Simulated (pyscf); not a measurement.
Single points on ωB97X-D3(BJ)/def2-SVP structures (PySCF, gas phase). MP2 and CC: frozen core, UHF for open shells. ΔMP2 is the change of the MP2 total energy from the triple- to the quadruple-zeta basis.

Task: What is the homolytic dissociation enthalpy (298 K, CCSD(T)/def2-TZVPP + ΔMP2(QZVPP)) of the C–O bond of H₃C–C:–CH₂–OH [singlet], to H₂C=C•–CH₃ + OH•?

Result: C–O to H₂C=C•–CH₃ + OH•: 36.2 kcal/mol. The radicals are drawn with the spin at the cut bond; how far it spreads was not checked. H₃C–C:–CH₂–OH [singlet] lies 72.6 kcal/mol over its isomer H₂C=C(CH₃)–OH, and others may lie lower still (electronic energy, ωB97M-D3(BJ)). H₂C=C•–CH₃ lies 20.3 kcal/mol over its isomer •H₂C–CH=CH₂, and others may lie lower still (electronic energy, ωB97M-D3(BJ)). The CCSD(T) − MP2 part came from Ansatz, without density fitting, on the same reference. A UHF reference is spin-contaminated (<S²> up to 0.93), which harms MP2 most. Left out: the spin-orbit lowering of OH.
